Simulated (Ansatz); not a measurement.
# SiH (SMILES [SiH]) at 5 levels

Aim: a comparison of 5 runs (UHSE06/3-21G, UB3LYP/6-311G**, RPA@PBE/6-311G**, UBCCD(T)/3-21G, UCCSD/6-311G**) of SiH. 

Program for the calculation: Ansatz 0.2.0.

66 further runs of the same task are left out: 2 that didn't finish, 64 set aside as unsound or not needed.

## (1) Starting point

The species is SiH (2 atoms), meant as a doublet with charge 0. As SMILES, `[SiH]`. The H2–Si1 distance was set to 3.033 Å, away from the relaxed value.

## (2) The energy at UHSE06/3-21G (run 1)

Contents of input.yaml:

```yaml
crystal:
  periodic: [false, false, false]
  atoms:
    - {symbol: Si, position_ang: [0.000000, 0.000000, -1.516540]}
    - {symbol: H, position_ang: [0.000000, 0.000000, 1.516560]}
basis:
  gaussian:
    orbitals: 3-21G.json
magnetization:
  spin_polarized: true
  initial_magnetization: 1
hamiltonian:
  xc: hse06
accuracy: high
```

The basis set 3-21G is read from a file made from the Basis Set Exchange's data (not shown).

On the command line:

```console
$ ansatz run input.yaml --threads 1 --pin off --max-ram 2610MiB --events-out events.jsonl --progress --plain --runs-dir runs
```

The program printed:

```text
Warning: RAYON_NUM_THREADS=1 ignored (pool sized by the plan → 1); use --threads N
Functional definition: HSE06
  name "HSE06"
  parameter a = 0.25
  parameter omega = 0.11/bohr
  exchange = pbe_x - a*pbe_x_sr(omega) + a*exact_x_sr(omega)
  correlation = pbe_c
279 factors; integrals over basis functions are off by at most 3.3e-9 eV
57 factors; integrals over basis functions are off by at most 1.8e-9 eV
mean field evaluation 1: about -7840.3743 eV, gradient 1.0e1 eV
mean field evaluation 2: about -7830.1486 eV, gradient 1.5e1 eV
mean field evaluation 4: about -7841.9576 eV, gradient 5.6e0 eV
mean field evaluation 8: about -7843.0312 eV, gradient 2.5e-1 eV
mean field evaluation 16: about -7843.0320 eV, gradient 9.3e-5 eV
mean field evaluation 32: about -7843.0320 eV, gradient 5.9e-3 eV
mean field evaluation 64: about -7843.0320 eV, gradient 8.9e-9 eV
mean field evaluation 96: about -7842.2710 eV, gradient 1.3e-1 eV
mean field -7843.03202680 eV, -288.2261107870 hartree, gradient 2.5e-9 eV, S^2 1.531698; 13 other end points of the search recorded, 0 dependent functions left out
reference -7843.03202889 eV, -288.2261108638 hartree; 8, 7 occupied and 7, 8 virtual orbitals, 279 factors
Total energy: -7843.03202889 eV, -288.2261108638 hartree
```

It took 4.2 s on 1 thread of Arm Neoverse V2, shared host; peak memory 0.091 GiB.

## (3) A single-point energy at UB3LYP/6-311G(d,p) (run 2)

Contents of run.yaml:

```yaml
crystal:
  periodic: [false, false, false]
  atoms:
    - {symbol: Si, position_ang: [0.000000, 0.000000, -1.516540]}
    - {symbol: H, position_ang: [0.000000, 0.000000, 1.516560]}
basis:
  gaussian: {orbitals: 6-311G_st__st_-spherical.json}
accuracy: high
hamiltonian: {xc: {name: B3LYP}}
magnetization: {spin_polarized: true, initial_magnetization: 1}
```

The basis set 6-311G** is read from a file made from the Basis Set Exchange's data (not shown).

On the command line:

```console
$ ansatz run run.yaml --threads 1 --pin off --max-ram 2610MiB --events-out events.jsonl --progress --plain --runs-dir runs
```

The program printed, cut to the lines that bear on the results:

```text
Warning: RAYON_NUM_THREADS=1 ignored (pool sized by the plan → 1); use --threads N
Functional definition: B3LYP
  name "B3LYP"
[...]
426 factors; integrals over basis functions are off by at most 1.2e-8 eV
[...]
mean field -7888.86308481 eV, -289.9103711033 hartree, gradient 3.4e-8 eV, S^2 1.389950; 13 other end points of the search recorded, 0 dependent functions left out
reference -7888.86311338 eV, -289.9103721534 hartree; 8, 7 occupied and 24, 25 virtual orbitals, 426 factors
Total energy: -7888.86311338 eV, -289.9103721534 hartree
```

It took 4.2 s on 1 thread of Arm Neoverse V2, shared host; peak memory 0.1 GiB.

Runs 3 to 4 aren't shown in full; the table further down has their settings and results.

## (4) A single-point energy at UCCSD/6-311G(d,p) (run 5)

Contents of input.yaml:

```yaml
basis:
  gaussian:
    orbitals: 6-311G_st__st_-spherical.json
crystal:
  periodic: [false, false, false]
  atoms:
    - {symbol: Si, position_ang: [0.000000, 0.000000, -1.516540]}
    - {symbol: H, position_ang: [0.000000, 0.000000, 1.516560]}
magnetization:
  spin_polarized: true
  initial_magnetization: 1
correlation:
  method: ccsd
  frozen_orbitals: {H: 0, Si: 5}
accuracy: high
scf:
  omitted_lower_state_checks: [cluster_reference, increment]
```

The basis set 6-311G** is read from a file made from the Basis Set Exchange's data (not shown).

On the command line:

```console
$ ansatz run input.yaml --threads 1 --pin off --max-ram 2610MiB --events-out events.jsonl --progress --plain --runs-dir runs
```

The program printed:

```text
Warning: RAYON_NUM_THREADS=1 ignored (pool sized by the plan → 1); use --threads N
[... 19 lines left out ...]
5 core orbitals not correlated: weight in the atoms' cores, before any rotation towards them, 1.000 or more for the frozen orbitals, at most 0.000 for the correlated occupied ones
[... 38 lines left out ...]
Total energy: -7875.39915398 eV, -289.4155807715 hartree
Checks for a lower state left out: cluster_reference, increment
```

Wall time 0.84 s (1 thread of Arm Neoverse V2, shared host).

## (5) All runs side by side

```
run             level  frozen core orbitals  energy (Eh)   ⟨S²⟩  wall time
  1      UHSE06/3-21G                     –  -288.226111  1.532      4.2 s
  2   UB3LYP/6-311G**                     –  -289.910372  1.390      4.2 s
  3  RPA@PBE/6-311G**                     5  -289.469281  1.344        6 s
  4    UBCCD(T)/3-21G                     5  -287.874724  1.670     0.46 s
  5    UCCSD/6-311G**                     5  -289.415581  1.671     0.84 s
```

## (6) Results

| quantity | value |
| --- | --- |
| run 5: total energy | -289.41558 Eh |
| run 5: correlation energy (5 core orbitals frozen) | -62.9 mEh |
| run 5: ⟨S²⟩ of the reference determinant | 1.671 |
| run 5: T1 diagnostic | 0.045 |

In words: Totals of different functionals can't be ranked against each other. Spin contamination of the reference: run 5 ⟨S²⟩ = 1.67, run 4 ⟨S²⟩ = 1.67, run 1 ⟨S²⟩ = 1.53, run 2 ⟨S²⟩ = 1.39, run 3 ⟨S²⟩ = 1.34. Where it is this large, the reference is a mixture of spin states, and values that rest on it are in doubt. All runs together took 16 s, the longest 6 s.
